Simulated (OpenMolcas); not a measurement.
# AlH2ClO (SMILES [OH][AlH][Cl]) at 6 levels

We compute a comparison of 6 runs (HF/3-21G, TPSS/3-21G, B3LYP/6-31G*, PBE0/def2-SVP, CISD/ANO-L-MB, CCSD(T)/3-21G) of AlH2ClO. 

Program for the calculation: OpenMolcas 26.06.

10 further runs of the same task are left out: 3 for a known fault of the program, 3 that didn't finish, 4 set aside as unsound or not needed.

## 1. The system as given

AlH2ClO: 5 atoms, total charge 0, spin state singlet. As SMILES, `[OH][AlH][Cl]`. The shape is that of a PBE0-D4/def2-TZVP optimisation. This is one conformer, not always the lowest.

Bond lengths: O1–Al2 1.684 Å, Al2–Cl3 2.096 Å, O1–H4 0.956 Å, Al2–H5 1.563 Å. Angles: O1–Al2–Cl3 119.8°, O1–Al2–H5 119.3°, Cl3–Al2–H5 120.9°, Al2–O1–H4 124.3°.

## 2. Energy and gradient at HF/3-21G (run 1)

The input, mol.input:

```
>>> EXPORT MOLCAS_PRINT=2

&GATEWAY
  BasLib=$CurrDir
  Coord
  5
  angstrom
  O       -1.110100       0.370900      -0.514400
  Al       0.431000       0.184900       0.137500
  Cl       1.114900      -1.725400       0.662800
  H       -1.719500      -0.349100      -0.669500
  H        1.333500       1.445000       0.342200
  Basis=3-21G
  Group=NoSym

&SEWARD

&SCF
  Thresholds=1e-10 1e-07 1e-07 1e-05
  PrOrbitals=0

&ALASKA
```

The basis set 3-21G is read from a file made from the Basis Set Exchange's data (not shown).

Command:

```
export MOLCAS_MEM=1860
pymolcas mol.input > mol.log
```

Output:

```text
--- Start Module: gateway ---
[...]
--- Stop Module: gateway /rc=_RC_ALL_IS_WELL_ ---
[...]
      Basis functions           39
[...]
--- Start Module: scf ---
[...]
       Convergence after  12 Iterations
[...]
::    Total SCF energy                               -773.6151530048
[...]
      Total spin, S                                     0.0000000000
[...]
      Total electronic charge=   40.000000
      Total            charge=   -0.000000
[...]
      Dipole Moment (debye):
      Origin of the operator (angstrom)=    0.4061   -0.6042    0.2292
                   X= -1.1587E+00               Y=  5.9750E-01               Z= -5.4817E-01           Total=  1.4142E+00
      Quadrupole Moment (debye*angstrom):
[...]
--- Stop Module: scf /rc=_RC_ALL_IS_WELL_ ---
--- Start Module: alaska ---
[...]
 *              Molecular gradients               *
 **************************************************
  Irreducible representation: a
 ------------------------------------------------------------------------------------------
                              X                       Y                       Z
 ------------------------------------------------------------------------------------------
  O1               -5.43797081565067E-03    9.82962006585097E-03   -3.49210290482116E-03
  AL2               5.99209056151784E-03   -3.90830464744987E-02    7.50043863612915E-03
  CL3              -1.07932497476302E-02    3.25909402358633E-02   -8.60889308771551E-03
  H4                1.21475399271258E-02   -2.15752312070583E-03    5.22910596635551E-03
  H5               -1.90840992536812E-03   -1.17999070654617E-03   -6.28548609959145E-04
 ------------------------------------------------------------------------------------------
--- Stop Module: alaska /rc=_RC_ALL_IS_WELL_ ---
[...]
```

It took 1.9 s on 1 thread of Arm Neoverse V2, shared host; peak memory 0.37 GiB.

## 3. Energy and forces at TPSS/3-21G (run 2)

The input, geom.xyz:

```xyz
5

O     -1.110100     0.370900    -0.514400
Al     0.431000     0.184900     0.137500
Cl     1.114900    -1.725400     0.662800
H     -1.719500    -0.349100    -0.669500
H      1.333500     1.445000     0.342200
```

The input, mol.input:

```
>>> EXPORT MOLCAS_PRINT=2

&gateway
  baslib = $CurrDir
  coord = geom.xyz
  basis = 3-21G
  group = NoSym

&seward
  gridinput
  Grid=UltraFine
  End of Grid

&scf
  ksdft = 2
  1.0 MGGA_X_TPSS
  1.0 MGGA_C_TPSS
  thresholds = 1e-10 1e-07 1e-07 1e-05
  prorbitals = 1

&alaska
```

The basis set 3-21G is read from a file made from the Basis Set Exchange's data (not shown).

Command:

```
export MOLCAS_MEM=1860
pymolcas mol.input > mol.log
```

Output:

```text
--- Start Module: gateway ---
[...]
--- Stop Module: gateway /rc=_RC_ALL_IS_WELL_ ---
[...]
      Basis functions           39
[...]
--- Start Module: scf ---
[...]
       Convergence after  13 Iterations
[...]
::    Total KS-DFT energy                            -775.2280165934
[...]
      Total spin, S                                     0.0000000000
[...]
      Total electronic charge=   40.000000
      Total            charge=   -0.000000
[...]
      Dipole Moment (debye):
      Origin of the operator (angstrom)=    0.4061   -0.6042    0.2292
                   X= -1.5918E+00               Y=  3.8141E-01               Z= -6.9697E-01           Total=  1.7791E+00
      Quadrupole Moment (debye*angstrom):
[...]
--- Stop Module: scf /rc=_RC_ALL_IS_WELL_ ---
[...]
--- Start Module: alaska ---
[...]
 *              Molecular gradients               *
 **************************************************
  Irreducible representation: a
 ------------------------------------------------------------------------------------------
                              X                       Y                       Z
 ------------------------------------------------------------------------------------------
  O1               -5.45754735747650E-03   -2.11763157730465E-02    5.12457542003908E-04
  AL2              -8.02307940710856E-03   -2.87229252516710E-02    4.48103952771506E-04
  CL3              -1.19004898185322E-02    3.31175022017582E-02   -9.12725739326614E-03
  H4                2.75116283670389E-02    2.16465283088452E-02    8.40816155663904E-03
  H5               -2.13051178392476E-03   -4.86478948587843E-03   -2.41465658150530E-04
 ------------------------------------------------------------------------------------------
--- Stop Module: alaska /rc=_RC_ALL_IS_WELL_ ---
[...]
```

It took 8.7 s on 1 thread of Arm Neoverse V2, shared host; peak memory 0.37 GiB.

Runs 3 to 4 aren't shown in full; the table further down has their settings and results.

## 4. A single-point energy at CISD/ANO-L-MB (run 5)

The input, test.input:

```
* AlClH2O CISD
>>> EXPORT MOLCAS_PRINT=2

&GATEWAY
  Coord
  5
  angstrom
  O       -1.110100       0.370900      -0.514400
  Al       0.431000       0.184900       0.137500
  Cl       1.114900      -1.725400       0.662800
  H       -1.719500      -0.349100      -0.669500
  H        1.333500       1.445000       0.342200
  Basis=ANO-L-MB
  Group=NoSym

&SEWARD

&SCF
  PrOrbitals=1

&MOTRA
  Frozen=11

&GUGA
  Electrons=18
  Spin=1
  Inactive=9
  Active=0
  CIAll=1

&CPF
  SDCI
```

Command:

```
export MOLCAS_MEM=1860
pymolcas test.input > test.log
```

Output:

```text
--- Start Module: gateway ---
[...]
--- Stop Module: gateway /rc=_RC_ALL_IS_WELL_ ---
[...]
      Basis functions           25
[...]
       Convergence after   9 Iterations
[...]
::    Total SCF energy                               -777.3924800299
[...]
      Total spin, S                                     0.0000000000
[...]
      *** WARNING: Default frozen orbitals is overwritten by user input.
      *** Default values:   8
[...]
--- Start Module: guga ---
[...]
--- Stop Module: guga /rc=_RC_ALL_IS_WELL_ ---
--- Start Module: cpf ---
[...]
      Active orbitals                            0       0
[...]
      Spin quantum number                      0.0
[...]
     FINAL CI ENERGY          -777.47136220
     FINAL CORRELATION ENERGY   -0.07888217  REFERENCE ENERGY    -777.39248003
[...]
     REL. CI ENERGY           -777.47136220
[...]
      Total electronic charge=   40.000000
      Total            charge=    0.000000
[...]
      Dipole Moment (debye):
      Origin of the operator (angstrom)=    0.4061   -0.6042    0.2292
                   X= -1.5089E+00               Y=  4.0844E-01               Z= -6.6667E-01           Total=  1.6995E+00
      Quadrupole Moment (debye*angstrom):
[...]
--- Stop Module: cpf /rc=_RC_ALL_IS_WELL_ ---
[...]
```

It took 2.1 s on 1 thread of Arm Neoverse V2, shared host; peak memory 0.37 GiB.

## 5. A single-point energy at CCSD(T)/3-21G (run 6)

The input, test.input:

```
* AlClH2O CCSD(T)

&GATEWAY
 BasLib=$CurrDir
 BasisSet
 O.3-21G....
 O1 -1.110100 0.370900 -0.514400 angstrom
 End of Basis
 BasisSet
 Al.3-21G....
 Al2 0.431000 0.184900 0.137500 angstrom
 End of Basis
 BasisSet
 Cl.3-21G....
 Cl3 1.114900 -1.725400 0.662800 angstrom
 End of Basis
 BasisSet
 H.3-21G....
 H4 -1.719500 -0.349100 -0.669500 angstrom
 H5 1.333500 1.445000 0.342200 angstrom
 End of Basis

&SEWARD

&SCF
 Thresholds=1e-10 1e-07 1e-07 1e-05
 PrOrbitals=1

&RASSCF
 FileOrb=$Project.ScfOrb
 Spin=1
 Nactel=0 0 0
 Inactive=20
 Ras2=0
 OutOrbitals=Canonical
 OrbListing=Few

&MOTRA
 JobIph
 Frozen=11

&CCSDT
 CCT
 Triples=2
 Iterations=80
 Accuracy=1e-08
 Extrapolation=5 4
```

The basis set 3-21G is read from a file made from the Basis Set Exchange's data (not shown).

Command:

```
export MOLCAS_MEM=1860
pymolcas test.input > test.log
```

Output:

```text
--- Start Module: gateway ---
[...]
--- Stop Module: gateway /rc=_RC_ALL_IS_WELL_ ---
[...]
      Basis functions           39
[...]
       Convergence after  12 Iterations
[...]
::    Total SCF energy                               -773.6151530048
[...]
      Total spin, S                                     0.0000000000
[...]
      Number of active orbitals                  0
[...]
      Spin quantum number                      0.0
[...]
      Active orbitals                            0
[...]
      Number of CSFs                             1
[...]
      Number of root(s) required                 1
[...]
      Convergence after  4 iterations
[...]
      Natural orbitals and occupation numbers for root  1
      ************************************************************************************************************************
      *                                                    Final results                                                     *
      ************************************************************************************************************************
[...]
::    RASSCF root number  1 Total energy:   -773.61515300
[...]
      Total electronic charge=   40.000000
      Total            charge=   -0.000000
[...]
      Dipole Moment (debye):
      Origin of the operator (angstrom)=    0.4061   -0.6042    0.2292
                   X= -1.1587E+00               Y=  5.9750E-01               Z= -5.4817E-01           Total=  1.4142E+00
      Quadrupole Moment (debye*angstrom):
[...]
--- Start Module: motra ---
[...]
      *** WARNING: Default frozen orbitals is overwritten by user input.
      *** Default values:   8
[...]
--- Stop Module: motra /rc=_RC_ALL_IS_WELL_ ---
--- Start Module: ccsdt ---
[...]
      Convergence after                    15  Iterations
      Total energy (diff) :    -773.82686863       0.00000001
[...]
 METHOD                       : CCSD+T(CCSD)+<T3(1)WT1> = CCSD(T)
[...]
       CCSD     =      -773.8268686325423
[...]
--- Stop Module: ccsdt /rc=_RC_ALL_IS_WELL_ ---
[...]
```

It took 2.8 s on 1 thread of Arm Neoverse V2, shared host; peak memory 0.37 GiB.

## 6. Overview of the runs

| run | level | integration grid | task | energy (Eh) | dipole moment (D) of the reference | HOMO energy (eV) | LUMO energy (eV) | wall time |
| --- | --- | --- | --- | --- | --- | --- | --- | --- |
| 1 | HF/3-21G | – | gradient | -773.615153 | 1.41 | -12.43 | 1.88 | 1.9 s |
| 2 | TPSS/3-21G | UltraFine | gradient | -775.228017 | 1.78 | -7.59 | -1.40 | 8.7 s |
| 3 | B3LYP/6-31G* (spherical functions) | UltraFine | gradient | -779.163497 | 1.05 | -8.72 | -0.85 | 9.9 s |
| 4 | PBE0/def2-SVP | UltraFine | gradient | -778.544663 | 0.96 | -8.94 | -0.55 | 9.3 s |
| 5 | CISD/ANO-L-MB | – | energy | -777.471362 | 1.26 | -12.60 | 0.89 | 2.1 s |
| 6 | CCSD(T)/3-21G | – | energy | -773.831145 | 1.41 | -12.43 | 1.88 | 2.8 s |

## 7. Summary of results

```
                                           quantity          value
                                run 6: total energy  -773.83115 Eh
          run 6: dipole moment (mean-field density)         1.41 D
         run 6: HOMO energy (Hartree–Fock orbitals)      -12.43 eV
         run 6: LUMO energy (Hartree–Fock orbitals)        1.88 eV
       run 6: HOMO–LUMO gap (Hartree–Fock orbitals)       14.31 eV
run 6: correlation energy (11 core orbitals frozen)     -216.0 mEh
                              run 6: (T) correction      -4.28 mEh
```

Over runs 1, 2, 3, 4 the dipole moment (its size) runs from 0.96 D (PBE0/def2-SVP) to 1.78 D (TPSS/3-21G). The two ends differ in method and basis. Over runs 1, 2, 3, 4 the HOMO–LUMO gap runs from 6.20 eV (TPSS/3-21G) to 14.31 eV (HF/3-21G). Exact exchange widens orbital gaps. Totals of different functionals can't be ranked against each other. In run 5 the basis is minimal, so the values are rough. All runs together took 35 s, the longest 9.9 s.
